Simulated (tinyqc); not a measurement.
Inside a calculation. Method: Hueckel theory of the pi electrons with the omega technique, for the molecule C=NC=C([CH2+])N (SMILES; centres numbered as the heavy atoms are written). Computed by tinyqc, a small Python program that keeps every step. Settings: charge = 1, omega = 1.0, damping = 0. Command: `OMP_NUM_THREADS=1 python tinyqc.py 31270 31271 out.jsonl` (the two numbers bound the seeds that draw the settings). One thread of a shared host (Intel(R) Xeon(R) Processor @ 2.60GHz), about 0.01 s of CPU time with the checks.

Centres:
```
centre  z_r, pi electrons of the neutral centre         h
1C                                            1  0.000000
2N                                            1  0.500000
3C                                            1  0.000000
4C                                            1  0.000000
5C                                            1  0.000000
6N                                            2  1.500000
```

Bonds:
```
i  j         k
1  2         1
2  3  1.000000
3  4         1
4  5         1
4  6  0.800000
```

Each round sets h_r = h_r(0) + omega (z_r - P_rr), keeping the share named as damping of the old diagonal; repeat until output and input diagonals agree to 1e-6.

Rounds:
```
round    sum n x  largest |h(out) - h(in)|
1       9.236776                  4.42e-01
2       9.967483                  2.42e-01
3      10.084501                  2.21e-01
4      10.002912                  2.09e-01
5      10.067516                  2.09e-01
6      10.021487                  2.47e-01
7      10.073569                  3.01e-01
8      10.038694                  3.53e-01
9      10.094641                  4.11e-01
10     10.060303                  4.65e-01
11     10.128494                  5.24e-01
12     10.087843                  5.76e-01
13     10.170965                  6.31e-01
14     10.118121                  6.74e-01
15     10.214410                  7.17e-01
16     10.145557                  7.49e-01
17     10.251407                  7.79e-01
18     10.166421                  8.00e-01
19     10.278654                  8.19e-01
20     10.180373                  8.32e-01
21     10.296790                  8.43e-01
22     10.188980                  8.50e-01
23     10.308112                  8.56e-01
24     10.194059                  8.61e-01
25     10.314912                  8.64e-01
26     10.196988                  8.67e-01
27     10.318904                  8.69e-01
28     10.198660                  8.70e-01
29     10.321216                  8.71e-01
30     10.199611                  8.72e-01
31     10.322546                  8.73e-01
32     10.200151                  8.73e-01
33     10.323307                  8.74e-01
34     10.200458                  8.74e-01
35     10.323741                  8.74e-01
36     10.200632                  8.74e-01
37     10.323989                  8.74e-01
38     10.200731                  8.74e-01
39     10.324130                  8.74e-01
40     10.200787                  8.74e-01
```

Can the last value be used, and what does the course show?

Not by the stop rule. Not converged within 40 rounds: the residual has stopped falling: the iteration swings between two states. Reruns: damping 0.5: converged in 19; damping 0.8: not converged.
